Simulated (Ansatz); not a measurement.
Ansatz (a quantum-chemistry and plane-wave program) input:

Ansatz 0.2 input:
```yaml
crystal:
  periodic: [false, false, false]
  atoms:
    - {symbol: C, position_ang: [0.00439699, 0.00529408, 0.50425813]}
    - {symbol: F, position_ang: [-0.01696785, 1.10243765, -0.30214647]}
    - {symbol: F, position_ang: [0.01189880, -1.10854091, -0.27918568]}
    - {symbol: H, position_ang: [-0.90251824, -0.00024261, 1.11129806]}
    - {symbol: H, position_ang: [0.92175780, 0.02340746, 1.09514257]}
basis:
  gaussian:
    orbitals: def2-TZVPD
hamiltonian:
  xc: {name: wB97X}
total_charge: -1
magnetization: {spin_polarized: true, initial_magnetization: 1}
```

Which total energy does the run end on?

-238.97406 Eh (wB97X/def2-TZVPD). The basis has 135 functions.

This state (charge -1, doublet) is run at the relaxed geometry of the species with charge 0 and multiplicity 1.
